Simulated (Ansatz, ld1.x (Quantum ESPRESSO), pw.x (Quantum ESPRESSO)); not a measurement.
**What a changed setting does to a pw.x run (bcc Ag)**

Potential: norm-conserving Troullier–Martins (Kleinman–Bylander form), ld1.x (Quantum ESPRESSO) 7.5, LDA (PW92); core [Kr], reference 4d10 5s1 5p0; waves: 5s (bound): rc 2.10 bohr; 5p (bound, empty): rc 3.70 bohr; 4d (bound): rc 1.55 bohr; local part: all-electron potential smoothed inside 2.10 bohr (lloc = -2); core correction: a·sin(br)/r model core inside 1.30 bohr.

The reference run (k-mesh 14³, cutoffs 120/480 Ry, Fermi–Dirac 0.01 Ry, mixing_beta 0.4, conv_thr 1e-9, no spin) gives 1.14 GPa at 16.198 Å³/atom, where all-electron LAPW gives -0.64 GPa. This run, with its own iteration cap, changes k-mesh points per axis to 4.

```
&control
  calculation='scf', prefix='x', pseudo_dir='./', outdir='./tmp', tstress=.true., disk_io='none'
/
&system
  ibrav=0, nat=1, ntyp=1, ecutwfc=120, ecutrho=480, nbnd=13,
  occupations='smearing', smearing='fd', degauss=0.01
/
&electrons
  conv_thr=1e-09, mixing_beta=0.4, electron_maxstep=60
/
ATOMIC_SPECIES
Ag 1.0 Ag.UPF
CELL_PARAMETERS angstrom
  -1.59392225 1.59392225 1.59392225
  1.59392225 -1.59392225 1.59392225
  1.59392225 1.59392225 -1.59392225
ATOMIC_POSITIONS crystal
Ag 0.0000 0.0000 0.0000
K_POINTS automatic
4 4 4 0 0 0
```

```bash
pw.x < Ag.scf.in > Ag.scf.out
```

Problem. How does the run end?

Solution. It converges in 8 iterations; the free energy moves by +228.4 meV/atom and the pressure by -0.57 GPa.

```
Message from routine setup:
     using ibrav=0 with symmetry is DISCOURAGED, use correct ibrav instead
     lattice parameter (alat)  =       5.2171  a.u.
     unit-cell volume          =     109.3095 (a.u.)^3
     number of electrons       =        11.00
     number of Kohn-Sham states=           13
     kinetic-energy cutoff     =     120.0000  Ry
     charge density cutoff     =     480.0000  Ry
     scf convergence threshold =      1.0E-09
     Exchange-correlation= PW
     number of k points=     8  Fermi-Dirac smearing, width (Ry)=  0.0100
     iteration #  1     ecut=   120.00 Ry     beta= 0.40
     total energy              =     -83.40382646 Ry
     estimated scf accuracy    <       0.09303471 Ry
     iteration #  2     ecut=   120.00 Ry     beta= 0.40
     total energy              =     -83.42309398 Ry
     estimated scf accuracy    <       0.00067237 Ry
     iteration #  3     ecut=   120.00 Ry     beta= 0.40
     total energy              =     -83.42306673 Ry
     estimated scf accuracy    <       0.00023449 Ry
     [... 2 iterations left out ...]
     iteration #  6     ecut=   120.00 Ry     beta= 0.40
     total energy              =     -83.42307409 Ry
     estimated scf accuracy    <       0.00000027 Ry
     iteration #  7     ecut=   120.00 Ry     beta= 0.40
     total energy              =     -83.42307412 Ry
     estimated scf accuracy    <          3.7E-09 Ry
     iteration #  8     ecut=   120.00 Ry     beta= 0.40
     the Fermi energy is    13.8872 ev
!    total energy              =     -83.42307412 Ry
     estimated scf accuracy    <          1.7E-11 Ry
     smearing contrib. (-TS)   =      -0.00500851 Ry
     The total energy is F=E-TS. E is the sum of the following terms:
     one-electron contribution =       0.42549790 Ry
     hartree contribution      =      12.28056839 Ry
     xc contribution           =     -23.02717620 Ry
     ewald contribution        =     -73.09695570 Ry
     convergence has been achieved in   8 iterations
          total   stress  (Ry/bohr**3)                   (kbar)     P=        5.69
     Message from routine punch:
     Nothing written, as per user request (disk_io='none')
```

The run took about 3.6 s on one core of a shared host (Neoverse-V1, 32 threads, 247 GiB, load 13).
